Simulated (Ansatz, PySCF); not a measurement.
Gas-phase enthalpy of formation at 298 K, by the atomisation route, of O (H2O) (SMILES; H2O, oxidane). Each molecule is optimised on its own at B3LYP-D3(BJ)/def2-TZVP (Ansatz, a quantum-chemistry and plane-wave program). Correlated levels leave the core frozen unless marked. Open shells are spin-unrestricted. No spin-orbit coupling. Non-relativistic. CBS marks a two-point X^-3 extrapolation of the correlation energy; Hartree-Fock from the larger set (for Q and 5 zeta extrapolated as (X+1)exp(-9√X)). Thermal terms are rigid-rotor harmonic-oscillator values from B3LYP-D3(BJ) frequencies (PySCF) at 298.15 K and 1 atm. 1 Eh = 627.5095 kcal/mol.

| species | count | E, CCSD(T)/CBS(cc-pVQZ,cc-pV5Z) (Ansatz) (Eh) | E, PBE/def2-TZVPD (Ansatz) (Eh) | measured ΔHf at 0 K (kcal/mol) | H(298) - H(0) of the element (kcal/mol) |
|---|---|---|---|---|---|
| O (H2O) | 1 | -76.37670 | -76.38111 | - | - |
| H atom | 2 | -0.50000 | -0.49962 | 51.63 | 1.01 |
| O atom | 1 | -75.00566 | -75.01069 | 58.99 | 1.04 |

Molecule: zero-point energy 13.28, H(298) - H(0) 2.37 kcal/mol. The route leaves out scalar relativity and anharmonic zero-point terms, the atoms' spin-orbit terms, and in the frozen-core level the core correlation. Atomic data: G2/97 table in ASE.

Work out De, D0 and ΔHf at 0 and 298 K at both levels, and their errors against the measured value.


The atoms' values sum to 162.25 (0 K) and 3.06 (thermal), in kcal/mol.
- CCSD(T)/CBS(cc-pVQZ,cc-pV5Z): De = 232.83; D0 = 232.83 - 13.28 = 219.55; ΔHf(0 K) = 162.25 - 219.55 = -57.30; ΔHf(298 K) = -57.30 + 2.37 - 3.06 = -57.99; error -0.2.
- PBE/def2-TZVPD: De = 232.92; D0 = 232.92 - 13.28 = 219.64; ΔHf(0 K) = 162.25 - 219.64 = -57.39; ΔHf(298 K) = -57.39 + 2.37 - 3.06 = -58.08; error -0.3.
Measured: -57.8 kcal/mol (Active Thermochemical Tables 1.112 (ions: stationary electron), as tabulated in the package chemicals).
